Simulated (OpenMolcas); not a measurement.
# PO (Phosphorus monoxide): US12h/def2-TZVPD

What is the energy change on altering one bond length of PO (Phosphorus monoxide) at US12h/def2-TZVPD? 

The results are computed with OpenMolcas 26.06.

**1. The system as given**

PO has 2 atoms, charge 0, and is taken as a doublet. As SMILES, `O=[P]`. The coordinates come from a GFN2-xTB relaxation.

Bond lengths: O1–P2 1.455 Å.

**2. The energy at US12h/def2-TZVPD**

geom.xyz reads:

```xyz
2

O      0.000000     0.000000     0.000000
P      0.000000     0.000000     1.455090
```

job.input reads:

```
&gateway
 baslib=$CurrDir
 coord=geom.xyz
 basis=def2-TZVPD
 group=NoSym

&seward

&scf
 uhf
 spin=2
 ksdft=S12H
 prorbitals=0
```

The basis set def2-TZVPD is read from a file made from the Basis Set Exchange's data (not shown).

Started as:

```bash
export MOLCAS_MEM=1860
pymolcas job.input > job.log
```

Standard output:

```text
--- Start Module: gateway ---
[...]
--- Stop Module: gateway /rc=_RC_ALL_IS_WELL_ ---
--- Start Module: seward ---
[...]
      Basis functions           83
--- Stop Module: seward /rc=_RC_ALL_IS_WELL_ ---
[...]
--- Start Module: scf ---
[...]
       Convergence after  13 Iterations
[...]
::    Total KS-DFT energy                            -416.5509063599
[...]
      Total spin, S                                     0.5031056742
[...]
      Total electronic charge=   23.000000
      Total            charge=   -0.000000
[...]
      Dipole Moment (debye):
      Origin of the operator (angstrom)=    0.0000    0.0000    0.9596
                   X=  1.8550E-15               Y=  3.5888E-16               Z=  1.8980E+00           Total=  1.8980E+00
      Quadrupole Moment (debye*angstrom):
[...]
--- Stop Module: scf /rc=_RC_ALL_IS_WELL_ ---
[...]
```

It took 6.6 s on 1 thread of Arm Neoverse V1, shared host; peak memory 0.46 GiB.

**3. The distorted shape**

geom.xyz reads:

```xyz
2

O      0.000000     0.000000    -0.727510
P      0.000000     0.000000     1.455090
```

job.inp reads:

```
* OP Kohn-Sham DFT

&GATEWAY
 BasLib = $CurrDir
 Coord = geom.xyz
 Basis = def2-TZVPD
 Group = NoSym

&SEWARD

&SCF
 UHF
 Spin = 2
 KSDFT = S12H
 PrOrbitals = 0
```

The basis set def2-TZVPD is read from a file made from the Basis Set Exchange's data (not shown).

Started as:

```bash
export MOLCAS_MEM=1860
pymolcas job.inp > job.log
```

Standard output:

```text
--- Start Module: gateway ---
[...]
--- Stop Module: gateway /rc=_RC_ALL_IS_WELL_ ---
--- Start Module: seward ---
[...]
      Basis functions           83
--- Stop Module: seward /rc=_RC_ALL_IS_WELL_ ---
[...]
--- Start Module: scf ---
[...]
       Convergence after  28 Iterations
[...]
::    Total KS-DFT energy                            -416.3907710988
[...]
      Total spin, S                                     0.8809471558
[...]
      Total electronic charge=   23.000000
      Total            charge=   -0.000000
[...]
      Dipole Moment (debye):
      Origin of the operator (angstrom)=    0.0000    0.0000    0.7118
                   X= -1.4995E-15               Y= -1.7454E-15               Z=  2.7034E+00           Total=  2.7034E+00
      Quadrupole Moment (debye*angstrom):
[...]
--- Stop Module: scf /rc=_RC_ALL_IS_WELL_ ---
[...]
```

It took 11 s on 1 thread of Arm Neoverse V1, shared host; peak memory 0.46 GiB.

**4. Summary of results**

At US12h/def2-TZVPD:

| quantity | value |
| --- | --- |
| first shape: total energy | -416.55091 Eh |
| first shape: dipole moment | 1.90 D |
| first shape: HOMO energy (highest over α and β) | -5.83 eV |
| first shape: LUMO energy (lowest over α and β) | -3.35 eV |
| first shape: ⟨S²⟩ | 0.756 |
| distorted shape: total energy | -416.39077 Eh |
| distorted shape: dipole moment | 2.70 D |
| distorted shape: HOMO energy (highest over α and β) | -7.61 eV |
| distorted shape: LUMO energy (lowest over α and β) | -4.01 eV |
| distorted shape: ⟨S²⟩ | 1.657 |
| energy change with the O1–P2 bond stretched from 1.455 to 2.183 Å | 4.358 eV |

What this shows: With the O1–P2 bond stretched from 1.455 to 2.183 Å the energy rises by 4.36 eV (100 kcal/mol). The first shape isn't relaxed at this level, so the change isn't measured from a minimum. ⟨S²⟩ (distorted shape) is 1.66 where a pure doublet has 0.75: the reference is spin-contaminated.
